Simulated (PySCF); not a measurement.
# Exact simulation of a proton spin system

Molecule: `C(=C)C#N`, C3H3N.

Molfile (atoms numbered from 1):
```
C3H3N
     RDKit          3D

  7  6  0  0  0  0  0  0  0  0999 V2000
   -0.1623    0.8727   -0.5575 C   0  0  0  0  0  0  0  0  0  0  0  0
    0.4624   -0.1520    0.0111 C   0  0  0  0  0  0  0  0  0  0  0  0
   -0.2154   -1.1172    0.7857 C   0  0  0  0  0  0  0  0  0  0  0  0
   -0.7562   -1.9068    1.4166 N   0  0  0  0  0  0  0  0  0  0  0  0
   -1.2257    1.0135   -0.4522 H   0  0  0  0  0  0  0  0  0  0  0  0
    0.3708    1.6005   -1.1454 H   0  0  0  0  0  0  0  0  0  0  0  0
    1.5298   -0.3058   -0.0853 H   0  0  0  0  0  0  0  0  0  0  0  0
  1  2  2  0
  2  3  1  0
  3  4  3  0
  1  5  1  0
  1  6  1  0
  2  7  1  0
M  END
```

How the numbers were obtained: GFN2-xTB geometry, spin–spin couplings from B3LYP/pcJ-1, σ from GIAO-PBE0/pcSseg-1, in PySCF (no relativistic terms, in vacuum, one conformer).

Shifts are taken against calculated references (same method and geometry level): ¹H (σ = 31.72 ppm) vs TMS.

Shifts (ppm): H5 6.56, H6 6.37, H7 5.77.
Couplings (Hz): H5–H6: 0.1; H5–H7: 19.8; H6–H7: 13.4.

The 3-spin Hamiltonian (Zeeman plus full scalar coupling among like nuclei) was diagonalised exactly; lines are Lorentzian, 1.0 Hz wide, and the maxima above 3 % are listed with the tallest set to 100.

Task: Give the ¹H peak list of this spin system at 80 MHz.

Result: 
δ in ppm (height): 6.706 (34), 6.698 (32), 6.457 (100), 6.303 (68), 5.943 (62), 5.779 (32), 5.700 (30), 5.536 (20)

Task: And at 700 MHz?

Result: 
Hz from δ = 0 (height): 4602.1 (93), 4582.3 (100), 4465.8 (94), 4452.4 (100), 4055.3 (52), 4041.9 (49), 4035.5 (49), 4022.1 (46)

Task: Among coupled protons with different shifts, which pair is furthest from first order, and how does the field change that?

Result: H5 and H7: Δν/J is about 3.2 at 80 MHz (strongly coupled) and 27.9 at 700 MHz (close to first order). J in Hz doesn't depend on the field, while Δν in Hz grows in proportion to it.

Unscaled 3J(H,H) at this level run about 10 % above measured values.
